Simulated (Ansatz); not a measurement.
**Worked example: correlation energy of HO–N–Si⁺, doublet**

Geometry: that of the HO–N–Si, singlet, kept fixed.

```yaml
atoms:
  - { symbol: O, position_ang: [0.0000, -0.2872, 0.9608] }
  - { symbol: N, position_ang: [0.0000, -0.1547, -0.3644] }
  - { symbol: Si, position_ang: [0.0000, -0.1669, -1.9186] }
  - { symbol: H, position_ang: [0.0000, 0.6087, 1.3221] }
```

Basis cc-pVDZ; Ansatz 0.2.0. Correlated methods freeze the noble-gas cores, which leaves 15 electrons in 44 orbitals. Prefix R: restricted or restricted open-shell reference; prefix U: unrestricted.

Full CI isn't at hand for all of this; UCCSDT(Q) serves as the reference, and is uncertain by about the last step of the cluster series.

Runs differ by some tens of microhartree through their thresholds and, for an open shell, their frozen cores, so steps under 0.03 kcal/mol mean nothing.

```csv
level,total energy (hartree)
UHF,-418.433027
UMP2,-418.826806
UCCSD,-418.856454
UCCSD(T),-418.871125
UCCSDT,-418.872266
UCCSDT(Q),-418.874152
```

Problem. What is the correlation energy at UCCSDT(Q), and what share of it do UMP2 and UCCSD recover?

Solution. E(corr) = -418.874152 − (-418.433027) = -0.441125 hartree = -12.004 eV. UMP2: -0.393779 / -0.441125 = 89.27 %. UCCSD: -0.423427 / -0.441125 = 95.99 %.

Problem. By how many kcal/mol does UCCSD(T) miss UCCSDT(Q) (1 hartree = 627.509 kcal/mol), and which steps make up the rest?

Solution. -418.871125 − (-418.874152) = 0.003027 hartree = 1.90 kcal/mol. Steps: UCCSDT − UCCSD(T) = -0.72, UCCSDT(Q) − UCCSDT = -1.18 kcal/mol. Differences between like states or geometries often cancel part of this.
